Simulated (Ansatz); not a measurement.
## hcp Cd

Method: HSE06 in Ansatz (plane waves, PAW).

Numerical settings: plane-wave cutoff 500 eV, 8×6×1 k mesh (along the axes of the cell as run), Fermi–Dirac smearing 0.1 eV, scalar-relativistic PAW data made under PBE.

Cell: relaxed with r²SCAN.

```
Property                                Value
----------------------------------  ---------
surface energy of the (10-10) face  0.38 J/m²
work function of the (10-10) face     4.01 eV
```

Note: exact exchange on metals is sensitive to the k mesh and can open a false gap; the run warned that the count of filled bands differs between k points.

The slab of 8 atoms is relaxed and unreconstructed.

Ansatz is a program for electronic structure.
